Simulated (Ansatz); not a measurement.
Geometry optimisation, RKS BHLYP/def2-SVP (Ansatz).

Input:

```yaml
crystal:
  periodic: [false, false, false]
  atoms:
    - { symbol: Al, position_ang: [0.0, 0.0, 0.0] }
    - { symbol: C, position_ang: [0.0, 0.0, 1.97] }
    - { symbol: H, position_ang: [-0.9996, -0.3092, 2.3405] }
    - { symbol: H, position_ang: [0.7676, -0.7111, 2.3405] }
    - { symbol: H, position_ang: [0.232, 1.0203, 2.3405] }
    - { symbol: H, position_ang: [1.351, 0.0, -0.78] }
    - { symbol: C, position_ang: [-1.706, 0.0, -0.985] }
    - { symbol: H, position_ang: [-2.2662, -0.9305, -0.7558] }
    - { symbol: H, position_ang: [-2.3102, 0.8797, -0.6796] }
    - { symbol: H, position_ang: [-1.5043, 0.0508, -2.0753] }
basis:
  gaussian: { orbitals: def2-SVP }
hamiltonian:
  xc: { name: BHLYP }
relax:
  f_tol: 0.02
  max_steps: 40
```

Command:

```bash
$ ansatz run input.yaml --threads 1 --pin off --max-ram 2048MiB --backend cpu --events-out ev --progress --plain --runs-dir out
```

Question: Where does it end, and by what steps?

Answer: The run converged. After 3 steps the energy has fallen by 0.062 eV; H3 moved furthest, 0.07 Å.

```tsv
step	energy less start (eV)	largest force component (eV/Å)	accepted
0	0.0000	0.540	yes
1	-0.0584	0.165	yes
2	-0.0615	0.030	yes
3	-0.0618	0.012	yes
```

```xyz
10
Properties=species:S:1:pos:R:3
Al -0.012 -0.006 0.004
C -0.002 -0.010 1.959
H -0.971 -0.272 2.395
H 0.750 -0.697 2.364
H 0.262 0.986 2.339
H 1.373 0.008 -0.764
C -1.689 0.000 -1.002
H -2.266 -0.913 -0.802
H -2.331 0.835 -0.694
H -1.549 0.069 -2.084
```

Whether the end is a true minimum wasn't checked by a vibrational analysis.

Time of the run: 13 s on 1 thread of Arm Neoverse V1 (shared host), peak memory 0.15 GiB.
